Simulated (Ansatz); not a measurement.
The input, for Ansatz 0.2.0:

```yaml
crystal:
  periodic: [false, false, false]
  atoms:
    - {symbol: C, position_ang: [0.000000, 0.000000, 1.794300]}
    - {symbol: Al, position_ang: [0.000000, 0.000000, -0.098300]}
    - {symbol: O, position_ang: [0.000000, 0.000000, -1.696000]}
basis:
  gaussian: {orbitals: cc-pVTZ}
total_charge: 1
magnetization: {spin_polarized: true, initial_magnetization: 4}
correlation: {method: ccsd_t, electrons: outside_noble_gas}
output: {forces: true}
```

```sh
$ ansatz run in.yaml --threads 2 --pin off --events-out ev --progress --plain --max-ram 24576MiB --backend cuda --devices 0, --max-vram 18GiB
```

Log:

```
582 factors; integrals over basis functions are off by at most 1.2e-3 eV
mean field evaluation 1: about -9635.7395 eV, gradient 3.0e1 eV
mean field evaluation 2: about -9635.7489 eV, gradient 3.0e1 eV
mean field evaluation 4: about -9639.5173 eV, gradient 3.0e0 eV
mean field evaluation 8: about -9639.7601 eV, gradient 2.2e-1 eV
mean field evaluation 16: about -9639.6792 eV, gradient 1.4e0 eV
mean field evaluation 32: about -9638.9785 eV, gradient 7.6e0 eV
mean field evaluation 64: about -9639.7612 eV, gradient 6.3e-4 eV
mean field evaluation 96: about -9635.3957 eV, gradient 1.8e-4 eV
mean field evaluation 128: about -9638.4838 eV, gradient 1.3e0 eV
mean field evaluation 160: about -9635.3956 eV, gradient 3.1e-2 eV
mean field evaluation 192: about -9635.3823 eV, gradient 1.2e-3 eV
mean field evaluation 224: about -9632.6937 eV, gradient 3.5e-1 eV
mean field evaluation 256: about -9634.5818 eV, gradient 1.1e-1 eV
mean field -9639.76116827 eV, -354.2546888691 hartree, gradient 4.4e-6 eV, S^2 6.009345; 6 other end points of the search recorded, 0 dependent functions left out
determinant -9639.76116827 eV, -354.2546888691 hartree, with singles and doubles -9648.51118156 eV, -354.5762459267 hartree
determinant -9638.54382372 eV, -354.2099522822 hartree, with singles and doubles -9647.34402163 eV, -354.5333535901 hartree
7 core orbitals not correlated: weight in the atoms' cores, before any rotation towards them, 1.000 or more for the frozen orbitals, at most 0.000 for the correlated occupied ones
reference -9639.76116827 eV, -354.2546888691 hartree; 8, 4 occupied and 79, 83 virtual orbitals, 582 factors
second order -7.96930072 eV of doubles, -0.00000000 eV of singles
cycle   1  -8.69371382 eV  change   -8.9e-1 eV  update   2.6e-2
cycle   2  -8.72585325 eV  change   -3.2e-2 eV  update   7.5e-3
cycle   3  -8.73067997 eV  change   -4.8e-3 eV  update   4.3e-3
cycle   4  -8.73509294 eV  change   -4.4e-3 eV  update   1.9e-3
cycle   5  -8.73683842 eV  change   -1.7e-3 eV  update   8.7e-4
cycle   6  -8.73740774 eV  change   -5.7e-4 eV  update   3.3e-4
cycle   7  -8.73750893 eV  change   -1.0e-4 eV  update   1.3e-4
cycle   8  -8.73753280 eV  change   -2.4e-5 eV  update   4.6e-5
cycle   9  -8.73752938 eV  change    3.4e-6 eV  update   2.1e-5
cycle  10  -8.73752112 eV  change    8.3e-6 eV  update   9.3e-6
cycle  11  -8.73752296 eV  change   -1.8e-6 eV  update   4.4e-6
cycle  12  -8.73752263 eV  change    3.3e-7 eV  update   1.6e-6
cycle  13  -8.73752291 eV  change   -2.8e-7 eV  update   6.1e-7
cycle  14  -8.73752296 eV  change   -4.6e-8 eV  update   2.4e-7
perturbative correction -0.29664512 eV, -0.0109015071 hartree
the calculation of the forces begins
Total energy: -9648.79533635 eV, -354.5866884224 hartree
Atom 0 at     0.000000     0.000000     1.794300 Å, force     0.000000     0.000000    -0.664456 eV/Å
Atom 1 at     0.000000     0.000000    -0.098300 Å, force    -0.000000     0.000000     5.254227 eV/Å
Atom 2 at     0.000000     0.000000    -1.696000 Å, force     0.000000    -0.000000    -4.589771 eV/Å
Dipole moment:     0.000000     0.000000     0.337043 e Å
```

Forces (eV/Å):
```
C    0.000  0.000 -0.664
Al   0.000  0.000  5.254
O    0.000  0.000 -4.590
```

For the same geometry and basis UCCSDT(Q) lies 48.9 meV lower.

Ran on 2 threads of AMD EPYC 7R13 with a shared H100 80 GB, shared host: 8 s wall, 0.92 GiB peak host memory.
